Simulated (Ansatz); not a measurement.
in.yaml

```yaml
crystal:
  periodic: [false, false, false]
  atoms:
    - {symbol: O, position_ang: [0.000000, 0.000000, 0.000000]}
    - {symbol: Se, position_ang: [0.000000, 0.000000, 1.632800]}
basis:
  gaussian: {orbitals: def2-SVPD}
magnetization: {spin_polarized: false}
correlation: {method: bccd, electrons: outside_noble_gas}
output: {forces: true}
```

```sh
$ ansatz run in.yaml --threads 1 --pin off --events-out ev --progress --plain --max-ram 2393MiB
```

Output:

```
612 factors; integrals over basis functions are off by at most 7.3e-4 eV
mean field evaluation 1: about -67324.4173 eV, gradient 3.6e1 eV
mean field evaluation 2: about -67324.5105 eV, gradient 3.6e1 eV
mean field evaluation 4: about -67327.3404 eV, gradient 2.5e0 eV
mean field evaluation 8: about -67327.3842 eV, gradient 4.7e-1 eV
mean field evaluation 16: about -67327.3878 eV, gradient 2.0e-6 eV
mean field evaluation 32: about -67327.3878 eV, gradient 6.5e-4 eV
mean field evaluation 64: about -67327.3878 eV, gradient 1.2e-3 eV
mean field evaluation 96: about -67317.0726 eV, gradient 2.3e-3 eV
mean field -67327.38782651 eV, -2474.2358664819 hartree, gradient 2.6e-6 eV, S^2 0.000000; 3 other end points of the search recorded, 0 dependent functions left out; unrestricted orbitals would lower it
mean field evaluation 128: about -67327.3878 eV, gradient 2.2e-3 eV
unrestricted determinant -67328.69209296 eV, -2474.2837973898 hartree, S^2 1.0396
15 core orbitals not correlated: weight in the atoms' cores, before any rotation towards them, 1.000 or more for the frozen orbitals, at most 0.000 for the correlated occupied ones
reference -67327.38782651 eV, -2474.2358664819 hartree; 6, 6 occupied and 43, 43 virtual orbitals, 612 factors
second order -9.02291597 eV of doubles, -0.00000000 eV of singles
cycle   1  -8.54715785 eV  change    4.8e-1 eV  update   1.3e-1
cycle   2  -8.93592555 eV  change   -3.9e-1 eV  update   6.7e-2
cycle   3  -9.07352404 eV  change   -1.4e-1 eV  update   2.9e-2
cycle   4  -9.08250743 eV  change   -9.0e-3 eV  update   1.2e-2
cycle   5  -9.08401413 eV  change   -1.5e-3 eV  update   6.1e-3
cycle   6  -9.09162770 eV  change   -7.6e-3 eV  update   3.8e-3
cycle   7  -9.09222686 eV  change   -6.0e-4 eV  update   2.2e-3
cycle   8  -9.09129315 eV  change    9.3e-4 eV  update   1.1e-3
cycle   9  -9.09160463 eV  change   -3.1e-4 eV  update   4.8e-4
cycle  10  -9.09149700 eV  change    1.1e-4 eV  update   1.9e-4
cycle  11  -9.09141533 eV  change    8.2e-5 eV  update   8.2e-5
cycle  12  -9.09154809 eV  change   -1.3e-4 eV  update   2.9e-5
cycle  13  -9.09153214 eV  change    1.6e-5 eV  update   1.0e-5
cycle  14  -9.09153820 eV  change   -6.1e-6 eV  update   4.6e-6
cycle  15  -9.09154477 eV  change   -6.6e-6 eV  update   1.5e-6
WARN: the results are in doubt because among natural orbitals full CI differs from the method by -0.097 eV
the calculation of the forces begins
Total energy: -67336.47937128 eV, -2474.5699745897 hartree
Atom 0 at     0.000000     0.000000     0.000000 Å, force     0.000000    -0.000000    -1.358730 eV/Å
Atom 1 at     0.000000     0.000000     1.632800 Å, force    -0.000000     0.000000     1.358730 eV/Å
Dipole moment:     0.000000     0.000000     0.427430 e Å
In doubt: among natural orbitals full CI differs from the method by -0.097 eV
```

Forces (eV/Å):
```
O    0.000  0.000 -1.359
Se   0.000  0.000  1.359
```

Ran on 1 thread of AMD EPYC, shared host: 13 s wall, 0.18 GiB peak host memory.
